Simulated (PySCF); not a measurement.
# The bond of CF, level by level

An exercise on one series of results from a longer session: the logs are not shown, and one member is left open.

Program: PySCF 2.14.0. Level of theory: C pcseg-2, F pcseg-2, no relativity. These are calculated values, not measurements.

Set-up of the first run:

The job is set up so:

```
atoms                         : C, F
charge                        : 0
basis                         : C pcseg-2, F pcseg-2
Hamiltonian                   : no relativity
basis functions               : 60
electrons treated             : 15
masses in u                   : 12.0000, 18.9984
levels                        : PBE0, PBE, r²SCAN, B97-3, BP86, B3LYP, LC-ωPBE, HF, MP2, SCS-MP2, CCSD, CCSD(T)
grid                          : 80 radial by 434 angular points
occupations                   : held fixed by the projection of orbital angular momentum
dissociation limit            : C + F, each in its ground configuration
starting distance in angstrom : 1.325
values of 2S to try           : 1, 3
```

The run is started by

```bash
OMP_NUM_THREADS=1 python dia.py task.json out
```

Steps of the session up to this table: Input; First curve: PBE0; Excited determinants; PBE (GGA); r²SCAN (meta-GGA); B97-3; BP86; B3LYP (global hybrid GGA); LC-ωPBE; UHF (mean field); Adding correlation.

One of the session's tables, all rows but one given; the rest of the session is left out.

Energy (eV) from each level's lowest point:

```
R (Å)    UHF  UHF-MP2  UHF-SCS-MP2  UHF-CCSD  UHF-CCSD(T)
1.092  1.043    1.239        1.245       n/a          n/a
1.143  0.426    0.564        0.568     0.562        0.595
1.194  0.105    0.186        0.189     0.184        0.204
1.232  0.007    0.047        0.048     0.045        0.056
1.270  0.000    0.000        0.000     0.000        0.000
1.308      ?        ?            ?         ?            ?
1.359  0.229    0.141        0.137     0.146        0.121
1.422  0.524    0.379        0.370     0.388        0.346
1.499  0.954    0.748        0.732     0.762        0.699
1.600  1.586    1.310        1.284       n/a          n/a
```

**Question.** Estimate the row for R (Å) = 1.308.

Worked estimate for «UHF». A straight line through the neighbours (1.270, 0.000) and (1.359, 0.229) gives 0.000 + (0.229 − 0.000) × (1.308 − 1.270) / (1.359 − 1.270) = 0.098; a parabola fitted to 4 rows on both sides gives 0.069.

The run gave: UHF: 0.063; UHF-MP2: 0.025; UHF-SCS-MP2: 0.023; UHF-CCSD: 0.027; UHF-CCSD(T): 0.016. In «UHF» the line misses by +0.035 and the parabola by +0.006.

Caveats from the session: Lowest PBE0 solution found, without spin–orbit coupling: ²Π (doublet), unpaired electrons π ↑. Warnings in the runs' records: inverted.
